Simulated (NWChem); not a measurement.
**SiH3OF (SMILES O[SiH2]F): CAM-B3LYP/6-31++G(d,p) (spherical functions)**

Aim: the vertical ionisation energy of SiH3OF at CAM-B3LYP/6-31++G** (spherical functions), from 2 runs. 

The results are computed with NWChem 7.3.0.

### Step 1. The molecule

SiH3OF: 6 atoms, total charge 0, spin state singlet. SMILES: `O[SiH2]F`. Geometry: relaxed at PBE0-D4/def2-TZVP. This is one conformer, not always the lowest.

Bond lengths: O1–Si2 1.630 Å, Si2–F3 1.596 Å, O1–H4 0.958 Å, Si2–H5 1.474 Å, Si2–H6 1.482 Å. Angles: O1–Si2–F3 111.0°, O1–Si2–H5 106.4°, O1–Si2–H6 111.7°, F3–Si2–H5 108.2°, F3–Si2–H6 106.0°, Si2–O1–H4 119.1°, H5–Si2–H6 113.7°.

### Step 2. A single-point energy at CAM-B3LYP/6-31++G(d,p) (spherical functions)

job.nw reads:

```
start job
title "FH3OSi"
memory 2200 mb
charge 0

geometry noautosym nocenter noautoz
   O       -0.853500      -0.209200      -0.924100
   Si       0.378300      -0.009300       0.123900
   F        0.180800      -0.922800       1.417800
   H       -1.714200       0.150200      -0.705600
   H        1.595600      -0.458500      -0.575800
   H        0.455100       1.385600       0.617600
end

basis spherical bse
   O library 6-31++G**
   Si library 6-31++G**
   F library 6-31++G**
   H library 6-31++G**
end

dft
   xc xcamb88 1.00 lyp 0.81 vwn_5 0.19 hfexch 1.00
   cam 0.33 cam_alpha 0.19 cam_beta 0.46
   grid fine
   convergence energy 1e-08
   direct
   iterations 100
   mulliken
   print low
end

task dft energy
```

Launch:

```sh
$ nwchem job.nw > job.out
```

Output:

```text
[...]
 d= 0,ls=0.0,diis     1   -466.3384285897 -5.86D+02  1.31D-02  7.23D-01     2.4
[...]
 d= 0,ls=0.0,diis     9   -466.4147518352 -4.29D-10  2.59D-07  4.92D-11    19.8
         Total DFT energy =     -466.414751835245
      One electron energy =     -883.582366171872
           Coulomb energy =      338.778832783107
    Exchange-Corr. energy =      -41.139656909094
 Nuclear repulsion energy =      119.528438462613
[...]
      Total Density - Mulliken Population Analysis
     ---------------------------------------------
    Atom       Charge   Shell Charges
 -----------   ------   -------------------------------------------------------
    1 O    8     8.62   2.00  0.89  2.96  0.91  1.74 -0.07  0.18  0.01
    2 Si  14    13.25   2.00  2.00  5.96  0.89  1.60  0.26  0.06  0.12  0.03  0.34
    3 F    9     9.32   2.00  0.92  3.33  1.05  1.97 -0.12  0.16  0.01
    4 H    1     0.62   0.48  0.11 -0.01  0.04
    5 H    1     1.09   0.51  0.59 -0.01  0.01
    6 H    1     1.10   0.51  0.59 -0.01  0.01
[...]
```

Run time: 21 s. Hardware: 1 thread of Intel Xeon Platinum 8488C (Sapphire Rapids), shared host; peak memory 0.11 GiB.

### Step 3. The doublet cation, same level

geom.nw reads:

```
START geom
memory stack 880 mb heap 220 mb global 1100 mb
charge 1

GEOMETRY noautosym nocenter noautoz
  O       -0.853500      -0.209200      -0.924100
  Si       0.378300      -0.009300       0.123900
  F        0.180800      -0.922800       1.417800
  H       -1.714200       0.150200      -0.705600
  H        1.595600      -0.458500      -0.575800
  H        0.455100       1.385600       0.617600
END

BASIS spherical bse
  * library 6-31++G**
END

DFT
  xc xcamb88 1.00 lyp 0.81 vwn_5 0.19 hfexch 1.00
  cam 0.33 cam_alpha 0.19 cam_beta 0.46
  mult 2
  grid fine
  convergence energy 1e-08
  direct
  maxiter 100
  mulliken
  print low
END

TASK dft energy
```

Launch:

```sh
$ nwchem geom.nw > geom.out
```

Output:

```text
[...]
 d= 0,ls=0.0,diis     1   -465.6866171491 -5.85D+02  1.38D-02  7.18D-01     2.7
[...]
 d= 0,ls=0.5,diis    45   -465.9676463387 -4.61D-09  3.71D-07  2.76D-09   114.0
[...]
         Total DFT energy =     -465.967646340226
      One electron energy =     -874.201416977896
           Coulomb energy =      329.459287391970
    Exchange-Corr. energy =      -40.753955216914
 Nuclear repulsion energy =      119.528438462613
[...]
      Total Density - Mulliken Population Analysis
     ---------------------------------------------
    Atom       Charge   Shell Charges
 -----------   ------   -------------------------------------------------------
    1 O    8     8.38   2.00  0.91  2.92  0.90  1.63 -0.09  0.10  0.01
    2 Si  14    13.23   2.00  2.00  5.96  0.96  1.58  0.20  0.05  0.12  0.03  0.33
    3 F    9     9.19   2.00  0.93  3.30  1.05  1.92 -0.12  0.11  0.01
    4 H    1     0.55   0.46  0.06 -0.01  0.04
    5 H    1     0.85   0.46  0.43 -0.05  0.01
    6 H    1     0.79   0.44  0.39 -0.05  0.01
[...]
      <S2> =      0.7626 (Exact =     0.7500)
[...]
```

Run time: 2 min. Hardware: 1 thread of Intel Xeon Platinum 8488C (Sapphire Rapids), shared host; peak memory 0.11 GiB.

### Step 4. Outcome

Level: CAM-B3LYP/6-31++G** (spherical functions).

| quantity | value |
| --- | --- |
| singlet SiH3OF: total energy | -466.41475 Eh |
| doublet cation: total energy | -465.96765 Eh |
| doublet cation: ⟨S²⟩ | 0.763 |
| vertical ionisation energy (to the doublet cation) | 12.166 eV |

In words: The vertical ionisation energy comes to 12.17 eV (281 kcal/mol). Mulliken charges (singlet SiH3OF) run from -0.62 on O1 to +0.75 on Si2; in a basis this large or diffuse they mean little.
